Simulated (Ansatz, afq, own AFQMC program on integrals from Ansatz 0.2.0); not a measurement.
# HfOF2, singlet in def2-SVP, levels against CCSDT(Q)

| atom | x (Å) | y (Å) | z (Å) |
| --- | --- | --- | --- |
| Hf | -0.1185 | 0.0301 | 0.0000 |
| O | 0.4405 | 1.6923 | 0.0000 |
| F | 0.3710 | -0.8539 | -1.6420 |
| F | 0.3710 | -0.8539 | 1.6420 |

Connectivity, by distances: O–Hf(–F)–F.

Basis def2-SVP with its core potentials. Noble-gas cores (and the filled d shells of Ga–Kr and In–Xe) are frozen. Ansatz 0.2.0 and our own AFQMC program on the same integrals; the CISD trial comes from CCSD amplitudes, and released means the phaseless constraint is let go. ± is one standard error of the sampling. No spin–orbit coupling. The metal's outer-core s and p shells are frozen, which shifts wave-function levels against functionals.

Determinant: RHF, the one that the program's search chose, which needn't be the lowest solution. The geometry is a point of a scan.

No full CI on the walks' own integrals is used here; CCSDT(Q) serves as the reference and is uncertain by about the last step of the cluster series.

Cautions: no spin-orbit coupling; outer-core shells of the metal frozen; higher spins were not checked.

```
T1 diagnostic                               : 0.0226
weight of the determinant in the CISD state : 0.831
size of the correlated space                : 24 electrons in 67 orbitals
```

```tsv
level	correlation energy (eV)
MP2	-18.5367
CCSD	-18.0612
CCSD(T)	-18.5864
```

Task: Estimate where AFQMC with the constraint released lies against CCSD(T) on the same integrals.

Result: 1.73 ± 0.30 kcal/mol below CCSD(T).

Reference: CCSDT(Q), correlation energy -18.657 eV. The released energy is read at 1.20 1/Eh (meV from the phaseless value at times in 1/Eh: -17 ± 10 at 0.24, -9 ± 12 at 0.48, -10 ± 14 at 0.80, -8 ± 13 at 1.20).

```json
{"level": "CCSD(T)", "E − E(reference) (kcal/mol)": "1.62", "share of correlation (%)": "99.62"}
{"level": "CCSDT", "E − E(reference) (kcal/mol)": "1.46", "share of correlation (%)": "99.66"}
{"level": "ph-AFQMC/HF", "E − E(reference) (kcal/mol)": "-6.62 ± 1.63", "share of correlation (%)": "101.54"}
{"level": "ph-AFQMC/CISD", "E − E(reference) (kcal/mol)": "0.08 ± 0.24", "share of correlation (%)": "99.98"}
{"level": "released AFQMC", "E − E(reference) (kcal/mol)": "-0.11 ± 0.30", "share of correlation (%)": "100.03"}
```

A walk keeps the symmetry of its determinant, which the program's search chose and which needn't be the lowest solution, so a lower state of the same spin and another symmetry isn't excluded. Released energies are given only where the last usable release times agree within the noise; a slower fall can still hide under it.
